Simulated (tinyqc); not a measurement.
Stretching all distances: RHF, UHF, MP2, CISD and CCSD against full CI in the sto-3g basis, for H2F+, spin multiplicity 1. Computed by the program tinyqc with PySCF. All coordinates are multiplied by the scale. c0^2 is the weight of the RHF determinant in the lowest singlet FCI state (UHF is spin-contaminated and may lie near states of higher spin) and n(LUMO) the first natural occupation beyond the occupied space.

Geometry (angstrom):
```
atom       x        y       z
F     0.0000   0.0000  0.0000
H     0.0000   0.7900  0.3960
H     0.0000  -0.7640  0.3830
```

Full CI energy (hartree) and errors against it (kcal/mol):
```
scale   distance 1-2 (angstrom)      E(FCI)       RHF      UHF      MP2    CISD    CCSD  <S^2> UHF    c0^2  n(LUMO)
0.8700                   0.7688  -98.716960   14.7350  14.7350   3.1205  0.1036  0.0670     0.0000  0.9920   0.0086
1.0300                   0.9102  -98.876469   20.5181  20.5181   4.8741  0.2269  0.1454     0.0000  0.9856   0.0149
1.1900                   1.0516  -98.894799   27.9009  27.9009   7.2843  0.4711  0.3060     0.0000  0.9742   0.0255
1.3500                   1.1930  -98.856060   37.1633  37.1633  10.4773  0.9146  0.6116     0.0000  0.9547   0.0423
1.5100                   1.3344  -98.797961   48.3992  48.3992  14.4759  1.6365  1.1367     0.0000  0.9231   0.0680
1.6700                   1.4758  -98.736786   61.5009  57.4837  19.1941  2.6714  1.9267     0.4749  0.8754   0.1057
1.8300                   1.6172  -98.679643   76.1136  51.2778  24.4943  3.9516  2.9268     0.9766  0.8077   0.1571
1.9900                   1.7586  -98.630004   91.5238  40.2852  30.3543  5.2185  3.9100     1.1942  0.7158   0.2210
2.1500                   1.8999  -98.589211  106.5845  30.0179  36.9156  5.8623  4.4481     1.3040  0.5934   0.2931
```

What does the comparison show, and why?

UHF parts from RHF first at scale 1.67 of those listed, where <S^2> leaves zero. The weight c0^2 goes from 0.99 to 0.59 and n(LUMO) from 0.01 to 0.29: static correlation grows as the bonds break into open-shell fragments. The spread of the error along the curve, which distorts its shape, is CCSD 4.4, CISD 5.8, MP2 33.8, UHF 42.7, RHF 91.8 kcal/mol.
